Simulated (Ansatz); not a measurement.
**C2H3 (doublet): the correlation ladder, cc-pVDZ**

Aim: climb from Hartree-Fock through coupled cluster and multireference methods for C2H3 (doublet) at one geometry and basis, and see what each rung misses.

The runs use Ansatz 0.2.0, Gaussian basis; cc-pVDZ, core rule «outside noble gas», up to 2 orbitals frozen.

Plan: UHF; CCSD(T) on ROHF; CCSD(T) on UHF; BCCD(T) on ROHF; CISD; CCSDT(Q) on ROHF; CCSDT(Q) on UHF; CISDTQ; CCSDTQ on ROHF; CASSCF and MRCISD+Q, 11 electrons in 11 orbitals; CASSCF and NEVPT2, 11 electrons in 11 orbitals.

17 further runs of the same task are left out: 17 set aside as unsound or not needed.

## (1) The system

The geometry is an MP2(full)/6-31G* stationary point (not a proven minimum).

5 atoms, charge 0, spin multiplicity 2.

Atoms are counted from 1 here; the program's logs count them from 0.

Bond lengths: C1–C2 1.287 Å, C1–H3 1.091 Å, C1–H4 1.086 Å, C2–H5 1.080 Å. Angles: C2–C1–H3 121.8°, C2–C1–H4 122.2°, H3–C1–H4 116.0°, C1–C2–H5 136.8°.

## (2) UHF

in.yaml

```yaml
crystal:
  periodic: [false, false, false]
  atoms:
    - {symbol: C, position_ang: [0.027839, -0.605975, 0.000000]}
    - {symbol: C, position_ang: [0.027839, 0.681285, 0.000000]}
    - {symbol: H, position_ang: [-0.898709, -1.181547, 0.000000]}
    - {symbol: H, position_ang: [0.947224, -1.184342, 0.000000]}
    - {symbol: H, position_ang: [-0.711972, 1.468482, 0.000000]}
basis:
  gaussian: {orbitals: cc-pVDZ}
magnetization: {spin_polarized: true, initial_magnetization: 1}
hamiltonian: {xc: hf}
output: {orbitals: {seedname: orbitals}}
```

The run is started by

```bash
$ ansatz run in.yaml --threads 1 --pin off --events-out ev --progress --plain --max-ram 3956MiB --backend cpu
```

Further steps of the session: CCSD(T) on ROHF; CCSD(T) on UHF; BCCD(T) on ROHF; CISD; CCSDT(Q) on ROHF; CCSDT(Q) on UHF; CISDTQ; CCSDTQ on ROHF; CASSCF and MRCISD+Q, 11 electrons in 11 orbitals; CASSCF and NEVPT2, 11 electrons in 11 orbitals.

Before running them: what should the planned runs give, taken together? Wanted: RCCSDTQ below the RHF energy; RMP2 from RCCSDTQ; UMP2 from RCCSDTQ; RCCSD from RCCSDTQ; RCCSD(T) from RCCSDTQ; UCCSD(T) from RCCSDTQ; RCCSDT(Q) from RCCSDTQ; UCCSDT(Q) from RCCSDTQ; NEVPT2 valence from RCCSDTQ.

The runs gave:

| quantity | value |
| --- | --- |
| RCCSDTQ below the RHF energy | -7.7477 eV |
| RMP2 from RCCSDTQ | +106.6 kJ/mol |
| UMP2 from RCCSDTQ | +122.5 kJ/mol |
| RCCSD from RCCSDTQ | +27.0 kJ/mol |
| RCCSD(T) from RCCSDTQ | +3.6 kJ/mol |
| UCCSD(T) from RCCSDTQ | +4.4 kJ/mol |
| RCCSDT(Q) from RCCSDTQ | -0.1 kJ/mol |
| UCCSDT(Q) from RCCSDTQ | -0.1 kJ/mol |
| NEVPT2 valence from RCCSDTQ | +89.9 kJ/mol |
| MRCISD+Q valence from RCCSDTQ | +2.4 kJ/mol |
| levels within 1 kcal/mol (43 meV) | RCCSD(T), BCCD(T), RCCSDT, UCCSDT, RCCSDT(Q), UCCSDT(Q), MRCISD+Q valence |
| T1 diagnostic | 0.021 |
| effectively unpaired electrons | 1.06 |

RCCSD(T) lands +3.6 kJ/mol from the yardstick (0.5 % of the correlation energy). One determinant dominates. Of the multireference levels listed MRCISD+Q valence comes nearest in total energy (+2.4 kJ/mol), which doesn't show that its space is the better one. These misses are within one basis, not against nature; the frozen cores of restricted and unrestricted runs differ, which can shift their rows.
